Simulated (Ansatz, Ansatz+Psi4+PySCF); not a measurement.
```xyz
2

Si    0.0000    0.0000    0.0000
N     1.2370    0.6349    0.7292
```

Basis set: cc-pVTZ on N; cc-pV(T+d)Z on Si (spherical functions). Left uncorrelated: 6 orbitals. Correlation on ROHF uses semicanonical orbitals with singles. Charge 0, multiplicity 2.

Computed with Ansatz (development build ahead of 0.2.0); each method stands on the lowest determinant of its kind that the runs found.

**Question.** Give the atomization energy at this shape (free ground-state atoms in the same class of orbitals less the molecule, no zero-point energy) of doublet SiN by ROHF-MP2, UHF-MP2, UHF, ROHF.

**Answer.**

```csv
method,atomization energy
ROHF-MP2,92.82 kcal/mol
UHF-MP2,85.59 kcal/mol
UHF,32.03 kcal/mol
ROHF,33.24 kcal/mol
```

Caution for ROHF-MP2: another reference gives a lower total. Caution for ROHF-MP2, ROHF: the determinant may break the point group. Caution for UHF-MP2, UHF: the determinant breaks the point group; the unrestricted determinant is spin contaminated.
